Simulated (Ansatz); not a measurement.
A run for Ansatz (an electronic-structure program): R-wB97X-V/def2-TZVPPD on C6H8O (a complex). Files ending in .json are basis or fitting sets from the Basis Set Exchange.

Ansatz 0.2 input:
```yaml
crystal:
  periodic: [false, false, false]
  atoms:
    - {symbol: C, position_ang: [0.72667979, -0.61596476, -1.20755700]}
    - {symbol: H, position_ang: [0.84272479, -1.14368976, -2.14414500]}
    - {symbol: C, position_ang: [0.42447579, 0.74494424, -1.20789500]}
    - {symbol: H, position_ang: [0.30349679, 1.27211824, -2.14405400]}
    - {symbol: C, position_ang: [0.27382179, 1.42581824, 0.00000000]}
    - {symbol: H, position_ang: [0.03799779, 2.48108924, 0.00000000]}
    - {symbol: C, position_ang: [0.42447579, 0.74494424, 1.20789500]}
    - {symbol: H, position_ang: [0.30349679, 1.27211824, 2.14405400]}
    - {symbol: C, position_ang: [0.72667979, -0.61596476, 1.20755700]}
    - {symbol: H, position_ang: [0.84272479, -1.14368976, 2.14414500]}
    - {symbol: C, position_ang: [0.87818079, -1.29603076, 0.00000000]}
    - {symbol: H, position_ang: [1.11501879, -2.35126376, 0.00000000]}
    - {symbol: O, position_ang: [-2.55319721, -0.24791276, 0.00000000]}
    - {symbol: H, position_ang: [-2.38839321, -1.19263476, 0.00000000]}
    - {symbol: H, position_ang: [-1.66589621, 0.12367724, 0.00000000]}
basis:
  gaussian:
    orbitals: def2-TZVPPD.json
hamiltonian:
  xc: {name: wB97X-V}
scf: {lower_state_search: off}
```

The head of its log:

```
WARN ansatz: RAYON_NUM_THREADS=6 ignored (pool sized by the plan → 6); use --threads N
Functional definition: wB97X-V
these checks for a lower state are left out or cut short: stability, starts, cluster_reference, orbital_swaps, neighbouring_geometries, increment
integrals: 0.63 GiB planned
1700 factors; their error is unknown
integrals: 0.68 GiB planned
537 factors; integrals over basis functions are off by at most 2.9e-5 eV
mean field: 5.12 GiB planned
mean field evaluation 1: about -8393.2233 eV, gradient 6.0e1 eV
mean field evaluation 2: about -8395.2999 eV, gradient 5.4e1 eV
```

**Question.** What total energy does the run end on?

**Answer.** -308.7033 hartree.
